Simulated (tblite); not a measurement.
Question: What does the GFN2-xTB structure of InChI=1S/C5H7/c1-2-5-3-4-5/h2-3H,4H2,1H3/b5-2+ look like in three dimensions? (Doublet state.)

Answer: 
```
atom  x, y, z in Å
C1    -1.9447    0.2345    0.1418
C2    -0.7062   -0.5783    0.2928
C3     0.5186   -0.1134   -0.0222
C4     1.3423    0.8624   -0.4760
C5     1.9840   -0.4150   -0.0854
H6    -1.7108    1.2178   -0.2571
H7    -2.6489   -0.2624   -0.5277
H8    -2.4443    0.3522    1.1052
H9    -0.8148   -1.5836    0.6746
H10    1.5054    1.8398   -0.8526
H11    2.3602   -1.0852   -0.8539
H12    2.5604   -0.4695    0.8344
```

Orientation and origin are arbitrary. Atoms count from 1 in this order. C2 (carbon bonded to 2 C and H) is planar (angles 123.0°, 119.7° and 117.4°, sum 360.0°, 0.00 Å off the plane of its three neighbours). The C–C distances run from 1.347 Å (C2=C3, drawn double in one of several resonance forms) to 1.497 Å (C3–C5, drawn single), a spread of 0.150 Å. C4 (carbon bonded to 2 C and H) has angles 151.2°, 145.3° and 63.5°, sum 360.0°, 0.00 Å off the plane of its three neighbours. The 5 heavy atoms lie in one plane (0.000 Å rms).

Bonds between heavy atoms (Å): C1–C2 1.489, C2=C3 1.347, C3–C4 1.355, C4–C5 1.482, C3–C5 1.497.

Computed geometry: GFN2-xTB, gas phase. This method treats the open shell by occupation alone, without spin polarisation.

Point group: Cs (every atom within 0.08 Å of its image). Its GFN2-xTB frequencies are all real (lowest 120 cm⁻¹).
